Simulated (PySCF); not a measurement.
Molecule: SMILES [O-]S(C)(=O)=O, [CH₃O₃S]-.

Geometry (Å), atoms numbered from 1 in this order:
```xyz
8

C    -0.881   -0.109    0.053
S     0.916    0.093   -0.086
O     1.274   -0.725   -1.267
O     1.100    1.549   -0.274
O     1.432   -0.426    1.201
H    -1.101   -1.177    0.195
H    -1.235    0.471    0.916
H    -1.349    0.257   -0.871
```

Total charge -1.

Geometry PBE0-D3(BJ)/def2-SVP throughout; GIAO in PySCF 2.14, gas phase, one conformer, non-relativistic; equivalent atoms averaged; basis pcSseg-2.

For orientation, CAM-B3LYP gives these absolute shieldings σ: C1 137.9, S2 130.5, O3/O4/O5 89.6, H6/H7/H8 29.51 ppm.

A run gave: C1 144.2, S2 196.7, O3/O4/O5 86.9, H6/H7/H8 29.31 ppm (absolute shieldings σ).

Question: Which functional was used in that run?
A. PBE0
B. OPBE
C. BLYP
D. LC-wPBE

Answer: B. S2 tells them apart best: OPBE gives 196.7, PBE0 gives 154.8, BLYP gives 133.3, LC-wPBE gives 150.0 ppm.
